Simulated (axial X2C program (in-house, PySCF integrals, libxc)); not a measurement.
# Low determinants of SiP at the PBE0 level, without spin–orbit coupling

All values were computed with an in-house all-electron X2C program for linear molecules (integrals from PySCF). Spin-free means the one-electron spin-free X2C Hamiltonian. Basis: P dyall-v2z [7s7p1d], Si dyall-v2z [7s7p1d] (cores contracted in-house); Gaussian nuclei, density fitting, unrestricted open shells. Masses: P 30.974 u, Si 27.977 u.

Search at 2.090 Å (vertical energies from the lowest determinant):

```tsv
ΔE (eV)	state	electrons beyond evenly filled partner blocks	electrons in σ, π, δ, φ
0.00	M_S = 1/2, Λ = 1	π+α, π+β, π-α	18 11 0 0
0.22	M_S = 1/2, Λ = 0	σα	17 12 0 0
2.17	M_S = 3/2, Λ = 1	2 × π+α, π-α	18 11 0 0
2.39	M_S = 3/2, Λ = 0	σα, π+α, π+β, 2 × π-α	17 12 0 0
2.39	M_S = 3/2, Λ = 2	σα, 2 × π+α, π+β, π-α	17 12 0 0
2.88	M_S = 1/2, Λ = 0	σβ, π+α, π+β, 2 × π-α	17 12 0 0
```

Lowest determinant, M_S = 1/2, Λ = 1 (beyond evenly filled blocks: π+α, π+β, π-α): Re = 2.088 Å, ωe = 627.8 cm⁻¹.

The determinant in row 2 of the search, M_S = 1/2, Λ = 0 (beyond evenly filled blocks: σα), was followed along the bond at PBE0; measured from the minimum of the lowest determinant it gives:

Te = 0.108 eV (869 cm⁻¹), Re = 1.991 Å, ωe = 701.6 cm⁻¹.

**Question.** Compare the bond of the determinant in row 2 with that of the lowest one.

**Answer.** At PBE0 its Re is 0.097 Å shorter and its force constant, which goes as ωe², is 1.25 times that of the lowest determinant. This determinant mixes spin states, so it has no term energy of its own.

The search compares states at one distance, so a state with another bond length can lie lower; it is not exhaustive and yields mostly the lowest determinant of each block pattern, so other components and higher states of one pattern are missing. These are energies of single determinants, not of spin-adapted states; PBE0 term energies can be off by some tenths of an eV, and the functional has no current term. The lowest determinant need not be the ground state where others lie within half an eV. Row 1 is spin-contaminated (⟨S²⟩ = 0.76 against 0.75), so its values are not those of a pure state. Row 2 is spin-contaminated (⟨S²⟩ = 0.76 against 0.75), so its values are not those of a pure state.
